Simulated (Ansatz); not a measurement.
```xyz
12

C     0.0000    1.0711    0.1476
C     0.0000   -1.0711    0.1476
C    -1.0711    0.0000   -0.1476
C     1.0711    0.0000   -0.1476
H     0.0000    1.9869   -0.4501
H     0.0000    1.3429    1.2075
H     0.0000   -1.9869   -0.4501
H     0.0000   -1.3429    1.2075
H    -1.9869    0.0000    0.4501
H    -1.3429    0.0000   -1.2075
H     1.9869    0.0000    0.4501
H     1.3429    0.0000   -1.2075
```

Basis set: pcseg-2 (spherical functions). Charge 0, multiplicity 1.

Computed with Ansatz (development build ahead of 0.2.0); each method stands on the lowest determinant of its kind that the runs found. Restricted functionals stand beside restricted open-shell atoms, which can lie above the unrestricted atoms usual in DFT and then raise those values.

Question: Give the atomization energy at this shape (free ground-state atoms in the same class of orbitals less the molecule, no zero-point energy) of singlet C₄H₈ by ωB97X (unrestricted), PBE (restricted).

Answer:

```json
{"method": "ωB97X (unrestricted)", "atomization energy": "4821.8 kJ/mol"}
{"method": "PBE (restricted)", "atomization energy": "4899.5 kJ/mol"}
```

The shape needn't be a minimum at these levels.
